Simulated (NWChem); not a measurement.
All runs are NWChem calculations. System: acetylene (C2H2), charge 0, spin multiplicity 1, at a geometry optimised with B3LYP/def2-SVP. Level: BHandHLYP/def2-TZVP.

Output (cleaned and shortened):

```
             Northwest Computational Chemistry Package (NWChem) 7.3.0
             --------------------------------------------------------

                                NWChem Input Module
                                -------------------

 Scaling coordinates for geometry "geometry" by  1.889725989
 (inverse scale =  0.529177249)

 Turning off AUTOSYM since
 SYMMETRY directive was detected!

                             Geometry "geometry" -> ""
                             -------------------------

 Output coordinates in angstroms (scale by  1.889725989 to convert to a.u.)

  No.       Tag          Charge          X              Y              Z
 ---- ---------------- ---------- -------------- -------------- --------------
    1 C                    6.0000     0.00000000     0.00000000    -0.60454100
    2 C                    6.0000     0.00000000     0.00000000     0.60454100
    3 H                    1.0000     0.00000000     0.00000000    -1.67885500
    4 H                    1.0000     0.00000000     0.00000000     1.67885500

 Effective nuclear repulsion energy (a.u.)      24.6055389374

            Nuclear Dipole moment (a.u.)
            ----------------------------
        X                 Y               Z
 ---------------- ---------------- ----------------
     0.0000000000     0.0000000000     0.0000000000

      Symmetry information
      --------------------

 Group name             D2h
 Group number             26
 Group order               8
 No. of unique centers     2

      Symmetry unique atoms

     1    3


 Summary of "ao basis" -> "" (spherical)
 ------------------------------------------------------------------------------
       Tag                 Description            Shells   Functions and Types
 ---------------- ------------------------------  ------  ---------------------
 *                         def2-tzvp                  on all atoms

                                 NWChem DFT Module
                                 -----------------

 Summary of "ao basis" -> "ao basis" (spherical)
 ------------------------------------------------------------------------------
       Tag                 Description            Shells   Functions and Types
 ---------------- ------------------------------  ------  ---------------------
 C                         def2-tzvp                11       31   5s3p2d1f
 H                         def2-tzvp                 4        6   3s1p
[...]
    64     -0.181340  3 H  s                 70     -0.181340  4 H  s
    11      0.173316  1 C  pz                42     -0.173316  2 C  pz
    63     -0.133463  3 H  s                 69     -0.133463  4 H  s
    14      0.061110  1 C  pz                45     -0.061110  2 C  pz

 Vector    6  Occ=2.000000D+00  E=-3.474274D-01  Symmetry=b2u
              MO Center=  2.2D-32,  4.5D-16,  2.3D-17, r^2= 1.3D+00
   Bfn.  Coefficient  Atom+Function         Bfn.  Coefficient  Atom+Function
  ----- ------------  ---------------      ----- ------------  ---------------
     7      0.301475  1 C  py                38      0.301475  2 C  py
    10      0.258155  1 C  py                41      0.258155  2 C  py
    13      0.141830  1 C  py                44      0.141830  2 C  py

 Vector    7  Occ=2.000000D+00  E=-3.474247D-01  Symmetry=b3u
              MO Center= -3.9D-16,  2.6D-31,  1.5D-17, r^2= 1.3D+00
   Bfn.  Coefficient  Atom+Function         Bfn.  Coefficient  Atom+Function
  ----- ------------  ---------------      ----- ------------  ---------------
     6      0.301472  1 C  px                37      0.301472  2 C  px
     9      0.258152  1 C  px                40      0.258152  2 C  px
    12      0.141836  1 C  px                43      0.141836  2 C  px

 Vector    8  Occ=0.000000D+00  E= 6.815350D-02  Symmetry=b3g
              MO Center= -2.4D-16, -2.8D-15, -3.6D-15, r^2= 3.0D+00
   Bfn.  Coefficient  Atom+Function         Bfn.  Coefficient  Atom+Function
  ----- ------------  ---------------      ----- ------------  ---------------
    13      0.885074  1 C  py                44     -0.885074  2 C  py
     7      0.262560  1 C  py                38     -0.262560  2 C  py
    10      0.166124  1 C  py                41     -0.166124  2 C  py
    21     -0.073160  1 C  d -1              52     -0.073160  2 C  d -1
    67      0.027772  3 H  py                73     -0.027772  4 H  py

 Vector    9  Occ=0.000000D+00  E= 6.815358D-02  Symmetry=b2g
              MO Center=  9.1D-16, -7.7D-24,  5.3D-17, r^2= 3.0D+00
   Bfn.  Coefficient  Atom+Function         Bfn.  Coefficient  Atom+Function
  ----- ------------  ---------------      ----- ------------  ---------------
    12      0.885077  1 C  px                43     -0.885077  2 C  px
     6      0.262559  1 C  px                37     -0.262559  2 C  px
     9      0.166123  1 C  px                40     -0.166123  2 C  px
    23      0.073161  1 C  d  1              54      0.073161  2 C  d  1
    66      0.027772  3 H  px                72     -0.027772  4 H  px

 Vector   10  Occ=0.000000D+00  E= 8.961472D-02  Symmetry=b1u
              MO Center=  2.8D-16,  9.2D-16,  9.1D-13, r^2= 8.5D+00
   Bfn.  Coefficient  Atom+Function         Bfn.  Coefficient  Atom+Function
  ----- ------------  ---------------      ----- ------------  ---------------
     5     10.244163  1 C  s                 36    -10.244163  2 C  s
    14      7.063851  1 C  pz                45      7.063851  2 C  pz
    65      4.295166  3 H  s                 71     -4.295166  4 H  s
     4     -0.295626  1 C  s                 35      0.295626  2 C  s
     3     -0.136785  1 C  s                 34      0.136785  2 C  s

 center of mass
 --------------
 x =   0.00000000 y =   0.00000000 z =   0.00000000

 moments of inertia (a.u.)
 ------------------
          51.610786577996           0.000000000000           0.000000000000
           0.000000000000          51.610786577996           0.000000000000
           0.000000000000           0.000000000000           0.000000000000

     Multipole analysis of the density
     ---------------------------------

     L   x y z        total         alpha         beta         nuclear
     -   - - -        -----         -----         ----         -------
     0   0 0 0     -0.000000     -7.000000     -7.000000     14.000000

     1   1 0 0     -0.000000     -0.000000     -0.000000      0.000000
     1   0 1 0     -0.000000     -0.000000     -0.000000      0.000000
     1   0 0 1      0.000000      0.000000      0.000000      0.000000

     2   2 0 0    -10.309031     -5.154515     -5.154515      0.000000
     2   1 1 0     -0.000000     -0.000000     -0.000000      0.000000
     2   1 0 1     -0.000000     -0.000000     -0.000000      0.000000
     2   0 2 0    -10.308963     -5.154482     -5.154482      0.000000
     2   0 1 1     -0.000000     -0.000000     -0.000000      0.000000
     2   0 0 2     -4.960582    -20.376226    -20.376226     35.791871

 Task  times  cpu:        0.9s     wall:        0.9s

 Total times  cpu:        1.0s     wall:        1.0s
```

Write an NWChem input that would produce this output.

This is not unique; one that fits is 
```
start mol
memory heap 200 mb stack 800 mb global 1000 mb
geometry units angstroms nocenter noautoz
  C      0.000000     0.000000    -0.604541
  C      0.000000     0.000000     0.604541
  H      0.000000     0.000000    -1.678855
  H      0.000000     0.000000     1.678855
  symmetry group D2h
end
basis spherical
  * library def2-tzvp
end
dft
  xc bhlyp
  semidirect memsize 60000000 filesize 0
  iterations 100
end
task dft energy
```
